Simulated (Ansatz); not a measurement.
Ge, triplet in cc-pVTZ: errors against UCCSDT(Q)

A free Ge atom.

Basis cc-pVTZ; Ansatz 0.2.0. Only valence electrons are correlated (noble-gas cores and the filled d shells of p-block atoms frozen), which leaves 4 electrons in 29 orbitals. Prefix R: restricted or restricted open-shell reference; prefix U: unrestricted. Active spaces: valence = (4e, 4o) chosen from the atoms' valence shells. No spin–orbit coupling is included, and no scalar relativity.

Full CI isn't at hand for all of this; UCCSDT(Q) serves as the reference, and is uncertain by about the last step of the cluster series. The frozen core follows each run's orbitals, which can shift R against U totals by a few meV for light atoms and by up to 0.1 eV past Ca.

* UHF ⟨S²⟩: 2.011
* T1 diagnostic (RCCSD): 0.0204
* largest doubles amplitude (RCCSD): 0.089
* T1 diagnostic (UCCSD): 0.0093

Task: From what is known of these methods and the diagnostics, rank them by the size of their error in total energy against UCCSDT(Q) in cc-pVTZ, smallest first (an estimate: the text doesn't fix the numbers).
A. UCCSD
B. UHF
C. UCCSD(T)
D. UCCSDT
E. UMP2

Result: D (0.1 kJ/mol), C (1.4 kJ/mol), A (6.3 kJ/mol), E (45.6 kJ/mol), B (177.0 kJ/mol).

All errors are against UCCSDT(Q) in cc-pVTZ. Within each family the higher level lies nearer, as is usual though not guaranteed.

Natural occupations of CASSCF (valence space) about the gap: 1.966 1.000 1.000 0.034; effectively unpaired electrons, Σ n²(2−n)², 2.01.
